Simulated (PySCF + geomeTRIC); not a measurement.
Computed with CAM-B3LYP-D3(BJ)/def2-TZVP (PySCF + geomeTRIC). fastk is a local helper that only speeds up exchange builds. No frequencies were computed at this level.

```python
import json, numpy as np
from pyscf import gto, dft
from fastk import lowrank_exchange
atoms = """
O      0.481759    -0.000003    -0.000002
H     -0.481759     0.000003     0.000002
"""
def scf(charge, spin, dm0=None):
    mol = gto.M(atom=atoms, basis='def2-tzvp', ecp={}, charge=charge, spin=spin, verbose=3, max_memory=5040)
    mf = dft.KS(mol, xc='cam-b3lyp').density_fit(auxbasis="def2-universal-jkfit")
    mf.disp = 'd3bj'
    mf.grids.level = 3
    mf.conv_tol = 1e-8
    mf.max_cycle = 60
    mf.kernel(dm0)
    if not mf.converged:
        mf = mf.newton().run(mf.mo_coeff, mf.mo_occ).undo_soscf()
    return mf
mf = scf(0, 1)
lowrank_exchange(mf)  # same exchange matrices as the stock routine, built faster for response steps
mo, _, stable, _ = mf.stability(return_status=True)
if not stable:
    mf.kernel(mf.make_rdm1(mo, mf.mo_occ))
del mf.get_jk
from pyscf.geomopt.geometric_solver import kernel as optimize
path = []
done, mol = optimize(mf, maxsteps=80, assert_convergence=False, callback=lambda env: path.append((env["energy"], bool(env["g_scanner"].converged))))
res = dict(converged=bool(done and path[-1][1]), energy=path[-1][0], path=[e for e, c in path], xyz=mol.atom_coords(unit="Angstrom").tolist(), nao=mol.nao)
json.dump(res, open("result.json", "w"))
```

Output:

```
converged SCF energy = -75.7420519849525  <S^2> = 0.75232403  2S+1 = 2.0023227
<class 'pyscf.df.df_jk.DFUKS'> wavefunction is stable in the internal stability analysis
Geometry optimization cycle 1
converged SCF energy = -75.7420519849691  <S^2> = 0.75232408  2S+1 = 2.0023227
cycle 1: E = -75.742051985  dE = -75.7421  norm(grad) = 0.0158347
Geometry optimization cycle 2
converged SCF energy = -75.7421715297393  <S^2> = 0.75236166  2S+1 = 2.0023603
cycle 2: E = -75.7421715297  dE = -0.000119545  norm(grad) = 0.000870501
Geometry optimization cycle 3
converged SCF energy = -75.7421719140516  <S^2> = 0.75236509  2S+1 = 2.0023637
cycle 3: E = -75.7421719141  dE = -3.84312e-07  norm(grad) = 3.61134e-05
<class 'geometric.internal.Distance'> : 1
<class 'geometric.internal.TranslationX'> : 1
<class 'geometric.internal.TranslationY'> : 1
<class 'geometric.internal.TranslationZ'> : 1
<class 'geometric.internal.RotationA'> : 1
<class 'geometric.internal.RotationB'> : 1
<class 'geometric.internal.RotationC'> : 1
Step    0 : Gradient = 1.120e-02/1.120e-02 (rms/max) Energy = -75.7420519850
Step    1 : Displace = 5.414e-03/5.414e-03 (rms/max) Trust = 1.000e-01 (=) Grad = 6.155e-04/6.164e-04 (rms/max) E (change) = -75.7421715297 (-1.195e-04) Quality = 1.044
Step    2 : Displace = 3.149e-04/3.149e-04 (rms/max) Trust = 1.414e-01 (+) Grad = 2.554e-05/2.637e-05 (rms/max) E (change) = -75.7421719141 (-3.843e-07) Quality = 1.049
Converged! =D
```

Cost: roughly 7 core-seconds.
